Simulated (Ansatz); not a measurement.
Cost and result for the atomization energy of C₂H₂ClF, SMILES `F/C=C/Cl` (6 atoms, 5 bonds).

Cartesian coordinates in Å:
```
F -0.1680 1.7963 0.2053
C -0.1013 0.4922 0.4721
C 0.0954 -0.3843 -0.4954
Cl 0.1851 -2.0639 -0.1729
H -0.2204 0.2539 1.5219
H 0.2093 -0.0942 -1.5311
```

Charge 0, multiplicity 1. The geometry is a stationary point of PBE0-D4/def2-TZVP. Program: Ansatz. All runs use 2 threads of a server CPU on a shared host. Times are those of one run each, without the atoms' runs, and a repeat can differ threefold. Electronic energies, without spin–orbit coupling; frozen cores. CCSD(T)/CBS adds CCSD(T) − MP2 in def2-TZVPP to the MP2 limit, and its time is that of the two runs behind it. T1 = 0.011. HSE06 is the plane-wave form, built on full-range PBE exchange.

CCSD(T)/CBS is a level of theory with its own doubt, some kJ/mol a heavy atom from the limit and from the frozen cores, so smaller differences don't rank the functionals.

```tsv
level	functions	wall time	atomization (kcal/mol)	difference from CCSD(T)/CBS	per bond
BLYP-D4/def2-TZVPP	163	1.1 s	551.8	4.4	0.9
CCSD(T)/def2-SVP	70	1.5 s	519.2	-28.2	-5.6
PBE0-D4/def2-TZVPP	163	1.7 s	555.5	8.1	1.6
BHLYP-D4/def2-TZVPP	163	1.8 s	522.5	-24.9	-5.0
HSE06-D4/def2-TZVPP	163	2.1 s	556.2	8.8	1.7
B2PLYP/def2-TZVPP	163	2.9 s	542.7	-4.7	-0.9
r2SCAN-D4/def2-TZVPP (with forces)	163	3 s	552.7	5.3	1.1
r2SCANh-D4/def2-TZVPP	163	3.1 s	546.9	-0.5	-0.1
ωB97X-V/def2-TZVPP	163	3.8 s	548.9	1.5	0.3
B97M-V/def2-TZVPP	163	5.5 s	550.9	3.5	0.7
MP2/def2-QZVPP	301	12 s	559.1	11.7	2.3
CCSD(T)/def2-TZVPP	163	25 s	532.0	-15.4	-3.1
CCSD(T)/CBS(def2)	–	37 s	547.4	0.0	0.0
```

From PBE to PBE0 (25 % exact exchange), in def2-TZVPP and without D4, the atomization energy moves by −17.5 kcal/mol: exact exchange takes away binding that semilocal exchange gives to molecules. In def2-TZVPP, CCSD(T) changes the Hartree–Fock value by +148.0 kcal/mol (the triples alone add +11.9 kcal/mol) and MP2 by +165.9 kcal/mol; breaking electron pairs costs correlation energy, which Hartree–Fock lacks. Leaving LDA and LC-ωPBE aside and taking each functional with its dispersion term where it has one, the values, not all of them listed here, spread over 51.0 kcal/mol, from BHLYP-D4 to PBE-D4. LDA lies +80.0 kcal/mol from PBE without D4, its usual overbinding.
